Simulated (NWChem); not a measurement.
A series in which one site is exchanged, each optimised at PBE0/def2-SVP with NWChem, gas phase unless a solvent is named. For some, no frequency run checked for a minimum. def2 effective core potentials on Zr; no spin-orbit coupling.

A: ClC(Cl)(Cl)Cl (CCl4; site = C)
B: [Cl][Zr]([Cl])([Cl])[Cl] (ZrCl4; site = Zr)
C: Cl[Si](Cl)(Cl)Cl (SiCl4; site = Si)
D: [Ti]([Cl])([Cl])([Cl])[Cl] (TiCl$_{4}$; site = Ti)

Values for A:

| Property | Value |
|---|---|
| orbital gap (eV), PBE0/def2-SVP | 8.11 |
| vertical ionisation energy, ΔSCF, PBE0/def2-SVP (eV) | 11.15 |
| lowest singlet excitation, PBE0/def2-SVPD, TDA (eV) | 6.06 |

Q: How do these values change for the other members?

A: 
| change from A | B | C | D |
|---|---|---|---|
| orbital gap (eV), PBE0/def2-SVP | -1.06 | +0.89 | -2.33 |
| vertical ionisation energy, ΔSCF, PBE0/def2-SVP (eV) | +0.47 | +0.38 | +0.40 |
| lowest singlet excitation, PBE0/def2-SVPD, TDA (eV) | -0.56 | +1.12 | -1.84 |
